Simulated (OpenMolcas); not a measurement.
**A ladder of methods for BHF2 (SMILES FBF)**

BHF2 has 4 atoms, charge 0, and is taken as a singlet. As SMILES, `FBF`. Geometry: relaxed at PBE0-D4/def2-TZVP.

```xyz
4

F     1.1543    0.4569   -0.3619
B    -0.0019   -0.0310    0.0252
F    -1.0954    0.5287   -0.4389
H    -0.0570   -0.9546    0.7756
```

Each level gives the energy change with the F1–B2 bond stretched from 1.313 to 1.970 Å (eV). The values are calculated.

| level | kind | program | value (eV) | less FCI/STO-3G | CPU time (all runs) |
| --- | --- | --- | --- | --- | --- |
| HF/STO-3G (restricted) | Hartree–Fock | OpenMolcas | 5.12 | +1.25 | 3.2 s |
| SVWN5/STO-3G (restricted) | LDA | OpenMolcas | 4.24 | +0.37 | 6.9 s |
| B3LYP/STO-3G (restricted) | global hybrid | OpenMolcas | 4.15 | +0.28 | 7.9 s |
| M06-2X/STO-3G (restricted) | hybrid meta-GGA | OpenMolcas | 4.60 | +0.73 | 9.7 s |
| PBE0/STO-3G (restricted) | global hybrid | OpenMolcas | 4.34 | +0.47 | 7.6 s |
| B2PLYP/STO-3G (restricted) | double hybrid | OpenMolcas | 4.33 | +0.46 | 7.5 s |
| MP2/STO-3G (restricted) | perturbation theory | OpenMolcas | 4.53 | +0.66 | 3.3 s |
| FCI/STO-3G | exact in the basis | OpenMolcas | 3.87 | 0.00 | 3.6 min |

FCI/STO-3G is exact within its basis and frozen core, so for wave-function methods in that basis the difference is their error; functionals converge differently with the basis, so for them it is only a difference. Spin-restricted single references rise too steeply as a bond breaks, Hartree–Fock most of all. The first shape isn't each level's own minimum. The values span 3.87 to 5.12 eV. All rows use very small basis sets, so even the best lies far from the true value. CPU times are rough (shared hosts, several kinds of processor): they show what a rung costs within a factor of a few.
